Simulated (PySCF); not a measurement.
## Mass spectrum arithmetic for vinyl

Species: vinyl (`C=[CH]`).

All values are calculated from tables of isotopes.

(1) Find the molar and monoisotopic masses of C2H3.

(2) What cluster does the singly charged cation M+ show when like nominal masses merge?

(3) How much CO2 and H2O would complete combustion of 10.00 mg give?

(4) What resolving power m/Δm just matches the spacing of the species with one 13C and with one 2H?

(5) Give the mass fraction of each element.

## Answers

(1) For C2H3, with standard atomic weights, 2 × 12.011 + 3 × 1.008 = 27.046 g/mol. From the most abundant isotopes (12C, 1H), 2 × 12.000000 + 3 × 1.007825 = 27.0235 u.

(2) 
```csv
nominal mass,m/z (centroid),relative intensity
27,27.0229,100.0
28,28.0263,2.2
```

Cut off at 0.1 %. One electron mass, 0.00055 u, is taken off.

(3) 369.74 μmol of compound give 32.54 mg CO2 and 9.99 mg H2O.

(4) They lie 0.00292 u apart at mass 28.03, so m/Δm is about 9600.

(5) C 88.82 %, H 11.18 %.
